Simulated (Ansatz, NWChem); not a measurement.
# Worked example: the enthalpy of formation of C2N2 (bisisocyanide)

C2N2 has 4 atoms, charge 0, and is taken as a singlet. SMILES: `[C-]#[N+][N+]#[C-]`. The coordinates come from a PBE0-D4/def2-TZVP relaxation.

Total energies at MP2/cc-pVTZ, 4 core orbitals frozen (NWChem 7.3.0); the atoms run unrestricted:

```tsv
species	state	energy (Eh)
C2N2	singlet	-185.193133
C	triplet	-37.758488
N	quartet	-54.496617
```

Harmonic wavenumbers at PBE0-D4/def2-TZVP, in cm⁻¹: 211, 211, 389, 389, 1002, 2103, 2329.

Measured heats of formation of the gaseous atoms at 298.15 K, in kJ/mol: C 716.9, N 472.4. Take 1 Eh = 2625.50 kJ/mol, 1 cm⁻¹ = 0.0119627 kJ/mol, RT = 2.479 kJ/mol.

Question: What heat of formation follows?

Answer: 
1. Electronic atomisation energy: 2 × (-37.758488) + 2 × (-54.496617) − (-185.193133) = 0.682923 Eh = 1793.0 kJ/mol.
2. Zero-point energy: half the sum of the wavenumbers, 3317 cm⁻¹ = 39.7 kJ/mol.
3. Thermal vibrational enthalpy, Σ hcν̃/(exp(hcν̃/kT) − 1): 4.6 kJ/mol. Translation, rotation and pV of a linear molecule: 3.5 RT = 8.7 kJ/mol.
4. The 4 free atoms carry 5/2 RT each: 24.8 kJ/mol.
5. Atomisation enthalpy at 298 K: 1793.0 − 39.7 − 4.6 − 8.7 + 24.8 = 1764.8 kJ/mol.
6. Sum of the atoms' heats of formation: 2378.6 kJ/mol. Heat of formation: 2378.6 − 1764.8 = +613.8 kJ/mol.

The tabulated value is +613.0 kJ/mol (Active Thermochemical Tables), so this level is off by +0.8 kJ/mol, or 0.0 % of the atomisation enthalpy that the table implies (1765.6 kJ/mol). Anharmonicity and any spin-orbit splitting of the molecule are left out, and so is core correlation.
